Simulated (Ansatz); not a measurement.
`[NH2][AlH][SiH3]` + H₂ → `[NH2][AlH2]` + SiH₄ at 400 K and 1 bar (hydrogenolysis of the Al–Si bond).

Isolated molecules relaxed with PBE0-D4/def2-TZVP in Ansatz; ΔE leaves out vibrations. CCSD(T)/CBS is the MP2 limit (def2-TZVPP, def2-QZVPP) plus CCSD(T) − MP2 in def2-TZVPP, frozen cores. This one scheme is used for every species. One conformer a species, not always the lowest.

```
           species  CCSD(T)/CBS energy (Eh)  H − E (kJ/mol)  S (J/(mol·K))
`[NH2][AlH][SiH3]`               -589.42853           180.5          361.0
                H₂                 -1.17544            38.0          139.0
     `[NH2][AlH2]`               -299.14566           122.0          272.0
              SiH₄               -291.46306            96.9          218.6
```

H − E and S are ideal-gas, rigid-rotor, harmonic terms from PBE0-D4/def2-TZVP, for one conformer and one mirror image of each species. The MP2-based limit puts H₂ 0.8 mEh under its directly extrapolated value; such offsets cancel only in part. 1 Eh = 2625.50 kJ/mol, R = 8.31446 J/(mol·K).

Question: By hand: ΔE, ΔH, ΔS and ΔG.

Answer: ΔE = (-299.14566) + (-291.46306) − (-589.42853) − (-1.17544) = -0.00475 Eh = -12.5 kJ/mol. Δ(H − E) = 122.0 + 96.9 − 180.5 − 38.0 = 0.4, so ΔH = -12.1 kJ/mol. ΔS = 272.0 + 218.6 − 361.0 − 139.0 = -9.4 J/(mol·K). ΔG = -12.1 − 400 × (-9.4)/1000 = -8.3 kJ/mol.

Question: By hand: the equilibrium constant, and the temperature at which ΔG would vanish if ΔH and ΔS stayed fixed.

Answer: log₁₀ K = −ΔG/(RT ln 10) = 1.1. ΔG = 0 at ΔH/ΔS = 1287 K, though so small a ΔS makes that figure unsure.

The number of gas molecules stays the same, so ΔS is small and ΔH decides. A doubt of 5 kJ/mol in ΔE shifts log₁₀ K by 0.7 here. Other conformers and mirror images would add mixing entropy, several J/(mol·K) or more a flexible species. Modes under 60 cm⁻¹, often nearly free rotors, make the harmonic entropy too high. These are equilibria of isolated gas molecules and say nothing of rates. Largest T1 diagnostic: 0.013 (customary marks: 0.02 for closed shells, 0.045 for open ones).
